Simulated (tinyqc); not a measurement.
Worked calculation: UHF in the sto-3g basis, for NH, spin multiplicity 3. This run ends on a higher stationary point, not on the lowest solution. One step of it, computed by the program tinyqc.

Question. Iteration 4: diagonalisation and new density. Diagonalise F' = X^T F X, C = X C', fill 5 alpha and 3 beta electrons from the bottom; D(s) = C_occ C_occ^T. Each column has its largest component positive (the first on a tie).

extrapolated F(alpha) (hartree), lower triangle:
```
             1N 1s      1N 2s     1N 2px     1N 2py     1N 2pz      2H 1s
1N 1s   -15.307170
1N 2s    -3.896721  -1.877610
1N 2px   -0.002569  -0.023228  -0.356375
1N 2py   -0.000199   0.005353  -0.023375  -0.421094
1N 2pz    0.000070   0.057699  -0.057286   0.052401   0.159281
2H 1s    -0.123653  -0.180651   0.003227  -0.001987  -0.159891  -0.477992
```

extrapolated F(beta) (hartree), lower triangle:
```
             1N 1s      1N 2s     1N 2px    1N 2py     1N 2pz     2H 1s
1N 1s   -15.284487
1N 2s    -3.863051  -1.704409
1N 2px   -0.002346   0.032087  -0.136966
1N 2py   -0.000214  -0.004649   0.112491  0.310105
1N 2pz   -0.000277  -0.071666  -0.238713  0.051377   0.116826
2H 1s    -0.121435  -0.165499  -0.037381  0.009072  -0.090696  0.245923
```

X, lower triangle:
```
            1N 1s      1N 2s    1N 2px    1N 2py     1N 2pz     2H 1s
1N 1s    1.021701
1N 2s   -0.122498   1.027007
1N 2px   0.000000   0.000000  1.000000
1N 2py   0.000000   0.000000  0.000000  1.000000
1N 2pz  -0.000833   0.006155  0.000000  0.000000   1.006996
2H 1s    0.007000  -0.060315  0.000000  0.000000  -0.068869  1.012212
```

Give: F' = X^T F X; orbital energies; coefficients C; F' = X^T F X; orbital energies; coefficients C; D(alpha) after iteration 4; D(beta) after iteration 4.

Answer.

F' = X^T F X (alpha) (hartree), lower triangle:
```
          1        2        3        4        5        6
1  -15.0330
2   -1.9901  -1.2100
3    0.0003  -0.0241  -0.3564
4   -0.0009   0.0060  -0.0234  -0.4211
5   -0.0114   0.0731  -0.0581   0.0529   0.1822
6    0.0120  -0.0771   0.0086  -0.0059  -0.1463  -0.4502
```

orbital energies (alpha) (hartree): MO1 -15.3138, MO2 -0.9445, MO3 -0.4752, MO4 -0.4299, MO5 -0.3572, MO6 0.2323

coefficients C (alpha):
```
            MO1      MO2      MO3      MO4      MO5      MO6
1N 1s    0.9946  -0.2599   0.0402   0.0069   0.0045  -0.0231
1N 2s    0.0222   1.0131  -0.1880  -0.0312  -0.0163   0.1003
1N 2px   0.0002   0.0335  -0.0016   0.2618   0.9588  -0.1047
1N 2py   0.0000  -0.0038  -0.1123   0.9574  -0.2522   0.0845
1N 2pz   0.0001  -0.0485   0.1711  -0.0357   0.1194   0.9857
2H 1s   -0.0016   0.0870   0.9599   0.1212  -0.0664  -0.2913
```

F' = X^T F X (beta) (hartree), lower triangle:
```
          1        2        3       4        5       6
1  -15.0151
2   -1.9789  -1.0363
3   -0.0064   0.0340  -0.1370
4    0.0004  -0.0050   0.1125  0.3101
5    0.0044  -0.0622  -0.2376  0.0511   0.1314
6    0.0157  -0.1061  -0.0233  0.0059  -0.1149  0.2794
```

orbital energies (beta) (hartree): MO1 -15.2899, MO2 -0.7788, MO3 -0.3103, MO4 0.2063, MO5 0.3366, MO6 0.3685

coefficients C (beta):
```
            MO1      MO2      MO3      MO4      MO5      MO6
1N 1s    0.9951  -0.2588   0.0088   0.0367  -0.0031   0.0139
1N 2s    0.0199   1.0188  -0.0385  -0.1643   0.0154  -0.0804
1N 2px   0.0001  -0.0220   0.8342  -0.4379   0.2130   0.2577
1N 2py   0.0000   0.0027  -0.1939   0.1304   0.9712   0.0464
1N 2pz   0.0003   0.0747   0.4941   0.5742   0.0529  -0.6608
2H 1s   -0.0014   0.0441   0.0955   0.6042  -0.1006   0.8042
```

D(alpha) after iteration 4, lower triangle:
```
          1N 1s    1N 2s   1N 2px   1N 2py  1N 2pz   2H 1s
1N 1s    1.0584
1N 2s   -0.2491   1.0634
1N 2px  -0.0024   0.0105   0.9890
1N 2py   0.0020  -0.0085   0.0089   0.9929
1N 2pz   0.0199  -0.0821   0.1033  -0.0833  0.0471
2H 1s    0.0149  -0.0951  -0.0305   0.0246  0.1477  0.9481
```

D(beta) after iteration 4, lower triangle:
```
          1N 1s    1N 2s   1N 2px   1N 2py  1N 2pz   2H 1s
1N 1s    1.0574
1N 2s   -0.2442   1.0397
1N 2px   0.0132  -0.0545   0.6964
1N 2py  -0.0024   0.0102  -0.1618   0.0376
1N 2pz  -0.0147   0.0571   0.4105  -0.0956  0.2497
2H 1s   -0.0120   0.0412   0.0787  -0.0184  0.0505  0.0111
```
